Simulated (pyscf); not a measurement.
Thermochemistry of product channels of F–CH•–F + CH₄ on the doublet surface, in eV, from CCSD(T)/def2-TZVPP + ΔMP2(QZVPP) energies (ideal gas, 1 atm, RRHO with modes under 100 cm⁻¹ raised to 100, one conformer, R ln 2 for chiral ones without a mode under 150 cm⁻¹). PySCF, gas phase, ωB97X-D3(BJ)/def2-SVP geometries. Correlated levels are frozen-core, on RHF or UHF. ΔMP2 is the change of the MP2 total energy from the triple- to the quadruple-zeta basis.

```csv
products,ΔE,ΔH(298 K),ΔG(298 K),ΔG(600 K)
H₃C–F + •H₂C–F,+0.53,+0.54,+0.49,+0.44
HF + H₃C–CH•–F,-0.30,-0.31,-0.34,-0.38
```

These are energies of the channels, which say nothing of barriers. The CCSD(T) − MP2 part came from Ansatz, without density fitting, on the same reference.
